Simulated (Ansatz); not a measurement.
ZnSnAs2, treated with HSE06 (Ansatz, a quantum-chemistry and plane-wave program, PAW).

Numerical settings: plane-wave cutoff 520 eV, 6×6×6 k mesh, Fermi–Dirac smearing 0.01 eV, scalar-relativistic PAW data made under PBE.

Starting structure:

```
CELL_PARAMETERS angstrom
     -2.92500     2.92500     5.85000
      2.92500    -2.92500     5.85000
      2.92500     2.92500    -5.85000
ATOMIC_POSITIONS crystal
  Zn 0.00000 0.00000 0.00000
  Zn 0.75000 0.25000 0.50000
  Sn 0.50000 0.50000 0.00000
  Sn 0.25000 0.75000 0.50000
  As 0.87500 0.86700 0.49200
  As 0.13300 0.62500 0.00800
  As 0.37500 0.38300 0.50800
  As 0.61700 0.12500 0.99200
```

### Question
Into what structure does the relaxation of cell and atoms lead at this level, with the symmetry of the start kept?

### Answer
The volume increases by 2.0 %; final space group I-42d.
```
CELL_PARAMETERS angstrom
     -2.94234     2.94234     5.89449
      2.94234    -2.94234     5.89449
      2.94234     2.94234    -5.89449
ATOMIC_POSITIONS crystal
  Zn 0.00000 0.00000 0.00000
  Zn 0.75000 0.25000 0.50000
  Sn 0.50000 0.50000 0.00000
  Sn 0.25000 0.75000 0.50000
  As 0.87500 0.89461 0.51961
  As 0.10539 0.62500 0.98039
  As 0.37500 0.35539 0.48039
  As 0.64461 0.12500 0.01961
```
